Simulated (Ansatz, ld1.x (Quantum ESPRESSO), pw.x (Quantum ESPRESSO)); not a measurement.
## Ge: one change to the ultrasoft potential, in the atom and in the diamond crystal

```json
{
 "Element": "Ge",
 "Generator": "ld1.x (Quantum ESPRESSO) 7.5",
 "Type": "ultrasoft",
 "Functional": "PBE",
 "Relativity": "scalar-relativistic",
 "Frozen core": "[Ar] 3d10",
 "Valence charge": "4",
 "Reference configuration": "4s2 4p2",
 "Partial waves": "4s (bound): rcut 1.55, rcutus 1.90 bohr; 4s channel at -0.4 Ry: rcut 1.55, rcutus 1.90 bohr; 4p (bound): rcut 1.65, rcutus 2.25 bohr; 4p channel at 0.1 Ry: rcut 1.65, rcutus 2.25 bohr; 4d channel at 0.25 Ry: rcut 1.80, rcutus 2.35 bohr; 4d channel at 2.85 Ry: rcut 1.80, rcutus 2.35 bohr",
 "Local potential": "all-electron potential smoothed inside 1.60 bohr (lloc = -1)",
 "Core correction": "Bessel-smoothed model core, default radius (core density twice the valence density)",
 "Augmentation charge": "PSQ, radius 1.50 bohr"
}
```

Change: waves 4d channel at 0.25 Ry: rcut 1.46, rcutus 1.54 bohr; 4d channel at 2.85 Ry: rcut 1.46, rcutus 1.54 bohr.

Cutoffs, loose and tight: the cutoffs (Ry, on a coarse ladder) from which the occupation-weighted sum of valence levels, in a spherical-Bessel basis at the reference potential, stays within 10 and 1 mRy of its value at 400 Ry. They do not see the model core or the augmentation charge, which bear on the density cutoff. Test errors are all-electron minus pseudo excitation energies from the reference, over the configurations 4s2 4p1; 4s2 4p0; 4s1 4p0; 4s1 4p2; 4s2 4p1.5; 4s1 4p3; 4s0 4p4; variants that change the core or the reference have their own tests.

Crystal test: diamond Ge in pw.x 7.5, no spin, 8³ k-points, Fermi–Dirac smearing 0.01 Ry, cutoffs set for each file from its atomic test. The reference is all-electron LAPW (Ansatz 0.2.0) with the same functional, mesh and smearing; V0 and B0 come from Birch–Murnaghan fits to the pressures at five volumes. Errors are pseudo minus all-electron; Δ is the rms difference of the E(V) curves that follow from these fits, minima aligned, over ±6 % about the mean V0. Mesh and smearing are coarse, so the numbers serve the comparison and aren't converged zero-temperature values; the lattice is a test structure that the element need not adopt.

All-electron: a0 = 5.765 Å (V0 = 23.95 Å³/atom), B0 = 57.6 GPa.

Does the change bring the crystal closer to the all-electron result?

The mean pressure error goes from +0.28 to -2.42 GPa, so the change moves the solid further from the all-electron pressures.

| quantity | base | changed |
| --- | --- | --- |
| outcome (atom) | generated | generated |
| cutoff, loose (atom) | 8 Ry | 8 Ry |
| cutoff, tight (atom) | 12 Ry | 12 Ry |
| bound ghosts (atom) | none | d |
| largest test error (meV) (atom) | -302 | -302 |
| cutoffs in pw.x (Ry) | 40/320 | 40/600 |
| a0 (Å) | 5.774 | 5.684 |
| a0 error (%) | +0.16 | -1.41 |
| B0 error (%) | +0.8 | +7.9 |
| Δ (meV/atom) | 1.4 | 13.1 |
| mean pressure error (GPa) | +0.28 | -2.42 |

Changed file: This is a poor potential for the solid. Note: ghost state, extra bound levels that the all-electron valence spectrum of the same l lacks: d at -29.0 eV. A true bound ghost makes a file unfit for plane-wave use. The atomic cutoffs weigh occupied waves only.
